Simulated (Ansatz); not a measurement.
A run of Ansatz (development build ahead of 0.2.0) on singlet C₃H₄ at this shape:

```xyz
7

C     0.0054   -0.0076   -0.8587
C    -0.0032    0.6394    0.5009
C     0.0067   -0.6410    0.4982
H     0.9093    0.0026   -1.4662
H    -0.9275   -0.0040   -1.4664
H     0.0065    1.5821    1.0423
H     0.0097   -1.5911    1.0397
```

Its results:

| Item | Value |
| --- | --- |
| Converged | yes |
| Reference energy | -114.39997 hartree |
| Correlation energy | -0.17929 hartree |
| Total energy | -114.57927 hartree |
| Spin squared of the determinant | 0.000 |

**Question.** Which input gives this output? Name the method, the orbitals and the basis set, and write the input.

**Answer.** RHF-MP2 in STO-3G. An unrestricted run that stays on the closed shell gives the same numbers.

```yaml
crystal:
  periodic: [false, false, false]
  atoms:
    - { symbol: C, position_ang: [0.0054, -0.00758, -0.8587] }
    - { symbol: C, position_ang: [-0.00325, 0.63939, 0.50094] }
    - { symbol: C, position_ang: [0.00673, -0.64095, 0.49824] }
    - { symbol: H, position_ang: [0.90934, 0.00256, -1.46624] }
    - { symbol: H, position_ang: [-0.92752, -0.00396, -1.4664] }
    - { symbol: H, position_ang: [0.00648, 1.58213, 1.04229] }
    - { symbol: H, position_ang: [0.00975, -1.59111, 1.03966] }
basis:
  gaussian: { orbitals: STO-3G }
hamiltonian:
  xc: hf
correlation:
  method: mp2
  frozen_orbitals: { C: 1, H: 0 }
```
